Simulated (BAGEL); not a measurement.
# C3H3FS (SMILES C=C1SC1F) at B3LYP/6-31G(d) (density fitting with qzvpp-jkfit, spherical functions)

What is the energy change on altering one bond length of C3H3FS at B3LYP/6-31G* (density fitting with qzvpp-jkfit, spherical functions)? 

The calculation is run with BAGEL 1.2.2.

25 further runs of the same task are left out: 25 set aside as unsound or not needed.

## Step 1: The molecule

C3H3FS has 8 atoms, charge 0, and is taken as a singlet. As SMILES, `C=C1SC1F`. Geometry: relaxed at PBE0-D4/def2-TZVP.

Bond lengths: C1–C2 1.318 Å, C2–S3 1.735 Å, C2–C4 1.442 Å, S3–C4 1.820 Å, C4–F5 1.351 Å, C1–H6 1.083 Å, C1–H7 1.082 Å, C4–H8 1.086 Å. Some angles: C1–C2–S3 145.0°, C1–C2–C4 145.8°, S3–C2–C4 69.2°, C2–S3–C4 47.8°, C2–C4–S3 63.0°, C2–C4–F5 119.1°, S3–C4–F5 118.0°, C2–C1–H6 119.8°, C2–C1–H7 121.7°, C2–C4–H8 121.9°.

## Step 2: A single-point energy at B3LYP/6-31G(d) (density fitting with qzvpp-jkfit, spherical functions)

The input, job.json:

```json
{ "bagel" : [

{
  "title" : "molecule",
  "basis" : "6-31gs.json",
  "df_basis" : "qzvpp-jkfit",
  "angstrom" : "true",
  "geometry" : [
    { "atom" : "C", "xyz" : [   -0.031500,    1.391600,    0.301800 ] },
    { "atom" : "C", "xyz" : [    0.314700,    0.155900,   -0.000300 ] },
    { "atom" : "S", "xyz" : [    1.613000,   -0.867900,   -0.524600 ] },
    { "atom" : "C", "xyz" : [   -0.139400,   -1.203000,   -0.166100 ] },
    { "atom" : "F", "xyz" : [   -0.953200,   -1.501200,   -1.202400 ] },
    { "atom" : "H", "xyz" : [   -1.053900,    1.611100,    0.585100 ] },
    { "atom" : "H", "xyz" : [    0.679900,    2.206300,    0.267300 ] },
    { "atom" : "H", "xyz" : [   -0.337300,   -1.850000,    0.683400 ] }
  ]
},
{ "title" : "ks", "xc_func" : "b3lyp" },
{ "title" : "print", "file" : "orbitals.molden", "orbitals" : "true" }

]}
```

The basis set 6-31G* is read from a file made from the Basis Set Exchange's data (not shown).

Run with:

```bash
BAGEL_NUM_THREADS=1 BAGEL job.json > job.out
```

The program printed:

```text
* using 1 threads per process

  ===============================================================
  ===============================================================

  *** Geometry ***

  { "atom" : "C", "xyz" : [     -0.059526,      2.629743,      0.570319 ] },
  { "atom" : "C", "xyz" : [      0.594697,      0.294608,     -0.000567 ] },
  { "atom" : "S", "xyz" : [      3.048128,     -1.640093,     -0.991350 ] },
  { "atom" : "C", "xyz" : [     -0.263428,     -2.273341,     -0.313884 ] },
  { "atom" : "F", "xyz" : [     -1.801287,     -2.836857,     -2.272207 ] },
  { "atom" : "H", "xyz" : [     -1.991582,      3.044538,      1.105679 ] },
  { "atom" : "H", "xyz" : [      1.284825,      4.169303,      0.505124 ] },
  { "atom" : "H", "xyz" : [     -0.637405,     -3.495993,      1.291439 ] },

  Number of auxiliary basis functions:      484

  Since a DF basis is specified, we compute 2- and 3-index integrals:
    o Being stored without compression. Storage requirement is 0.025 GB

  Number of basis functions:       80
  Number of electrons      :       46

    * METHOD: MOLECULE                             0.39

  *** Kohn-Sham DFT ***

    * Removing 15327 points whose weight is below 1.00e-10
    * Grid points: 103921

  === Nuclear Repulsion ===
   208.5884852148

       - DIIS with orbital gradients will be used.

  === KS iteration (b3lyp / 6-31gs.json) ===
      0       -575.83245651          0.15860386           0.50
      1       -490.72806045          0.20099121           0.47
      2       -513.85919011          0.21193829           0.47
      3       -598.05487975          0.12040111           0.47
      4       -607.78650735          0.09657881           0.47
      5       -613.55066546          0.03072941           0.47
      6       -613.23246135          0.03613536           0.47
      7       -614.01850973          0.00983289           0.47
      8       -614.05730371          0.00619319           0.47
      9       -614.07024513          0.00318401           0.47
     10       -614.07540806          0.00032230           0.47
     11       -614.07546096          0.00011381           0.47
     12       -614.07546528          0.00005162           0.47
     13       -614.07546724          0.00001828           0.47
     14       -614.07546737          0.00000656           0.48
     15       -614.07546739          0.00000460           0.48
     16       -614.07546739          0.00000061           0.48
     17       -614.07546740          0.00000022           0.48
     18       -614.07546740          0.00000007           0.47
     19       -614.07546740          0.00000004           0.47
     20       -614.07546740          0.00000003           0.47
     21       -614.07546740          0.00000001           0.47
    * SCF iteration converged.

    * Permanent dipole moment:
           (    0.174423,    -0.175896,    -0.541517) a.u.

    * METHOD: KS                                  11.15

    * METHOD: PRINT                                0.03

  ===============================================================
```

Run time: 12 s. Hardware: 1 thread of Arm Neoverse N1, shared host; peak memory 0.41 GiB.

## Step 3: The distorted shape

The input, calc.json:

```json
{ "bagel": [

{
  "title": "molecule",
  "basis": "6-31gs.json",
  "df_basis": "qzvpp-jkfit",
  "angstrom": "true",
  "geometry": [
    { "atom": "C", "xyz": [   -0.001818,    1.488641,    0.174386 ] },
    { "atom": "C", "xyz": [    0.344382,    0.252941,   -0.127714 ] },
    { "atom": "S", "xyz": [    1.642682,   -0.770859,   -0.652014 ] },
    { "atom": "C", "xyz": [   -0.109718,   -1.105959,   -0.293514 ] },
    { "atom": "F", "xyz": [   -0.923518,   -1.404159,   -1.329814 ] },
    { "atom": "H", "xyz": [   -1.024218,    1.708141,    0.457686 ] },
    { "atom": "H", "xyz": [    0.709582,    2.303341,    0.139886 ] },
    { "atom": "H", "xyz": [   -0.337300,   -1.850000,    0.683400 ] }
  ]
},
{ "title": "ks", "xc_func": "b3lyp", "charge": 0 },
{ "title": "print", "file": "orbitals.molden", "orbitals": "true" }

]}
```

The basis set 6-31G* is read from a file made from the Basis Set Exchange's data (not shown).

Run with:

```bash
BAGEL_NUM_THREADS=1 BAGEL calc.json > calc.out
```

The program printed:

```text
* using 1 threads per process

  ===============================================================
  ===============================================================

  *** Geometry ***

  { "atom" : "C", "xyz" : [     -0.003436,      2.813124,      0.329542 ] },
  { "atom" : "C", "xyz" : [      0.650788,      0.477989,     -0.241344 ] },
  { "atom" : "S", "xyz" : [      3.104219,     -1.456712,     -1.232128 ] },
  { "atom" : "C", "xyz" : [     -0.207337,     -2.089960,     -0.554661 ] },
  { "atom" : "F", "xyz" : [     -1.745196,     -2.653476,     -2.512984 ] },
  { "atom" : "H", "xyz" : [     -1.935492,      3.227919,      0.864901 ] },
  { "atom" : "H", "xyz" : [      1.340916,      4.352684,      0.264346 ] },
  { "atom" : "H", "xyz" : [     -0.637405,     -3.495993,      1.291439 ] },

  Number of auxiliary basis functions:      484

  Since a DF basis is specified, we compute 2- and 3-index integrals:
    o Being stored without compression. Storage requirement is 0.025 GB

  Number of basis functions:       80
  Number of electrons      :       46

    * METHOD: MOLECULE                             0.40

  *** Kohn-Sham DFT ***

    * Removing 15130 points whose weight is below 1.00e-10
    * Grid points: 104118

  === Nuclear Repulsion ===
   207.7783835281

       - DIIS with orbital gradients will be used.

  === KS iteration (b3lyp / 6-31gs.json) ===
      0       -575.80786543          0.15863426           0.51
      1       -491.12962467          0.20109465           0.48
      2       -513.48523410          0.21174634           0.48
      3       -598.06691784          0.11997280           0.48
      4       -607.73269266          0.09799653           0.48
      5       -613.49714610          0.03221889           0.48
      6       -613.18543741          0.03694821           0.49
      7       -613.99965722          0.01046584           0.48
      8       -614.04151429          0.00678472           0.48
      9       -614.05758608          0.00338227           0.49
     10       -614.06345490          0.00033648           0.49
     11       -614.06351174          0.00012533           0.48
     12       -614.06351649          0.00006451           0.49
     13       -614.06351926          0.00001652           0.49
     14       -614.06351936          0.00000707           0.49
     15       -614.06351937          0.00000456           0.49
     16       -614.06351938          0.00000062           0.49
     17       -614.06351938          0.00000023           0.49
     18       -614.06351938          0.00000007           0.49
     19       -614.06351938          0.00000003           0.49
     20       -614.06351938          0.00000003           0.49
     21       -614.06351938          0.00000001           0.49
    * SCF iteration converged.

    * Permanent dipole moment:
           (    0.155897,    -0.200804,    -0.514439) a.u.

    * METHOD: KS                                  11.47

    * METHOD: PRINT                                0.03

  ===============================================================
```

Run time: 12 s. Hardware: 1 thread of Arm Neoverse N1, shared host; peak memory 0.41 GiB.

## Step 4: Outcome

Level: B3LYP/6-31G* (density fitting with qzvpp-jkfit, spherical functions).

| quantity | value |
| --- | --- |
| first shape: total energy | -614.07547 Eh |
| first shape: dipole moment | 1.51 D |
| first shape: HOMO energy | -6.39 eV |
| first shape: LUMO energy | -0.39 eV |
| first shape: HOMO–LUMO gap | 6.00 eV |
| distorted shape: total energy | -614.06352 Eh |
| distorted shape: dipole moment | 1.46 D |
| distorted shape: HOMO energy | -6.41 eV |
| distorted shape: LUMO energy | -0.42 eV |
| distorted shape: HOMO–LUMO gap | 5.99 eV |
| energy change with the C4–H8 bond stretched from 1.086 to 1.249 Å | 0.325 eV |

**Reading.** With the C4–H8 bond stretched from 1.086 to 1.249 Å the energy rises by 0.33 eV (7.5 kcal/mol). The first shape isn't relaxed at this level, so the change isn't measured from a minimum.
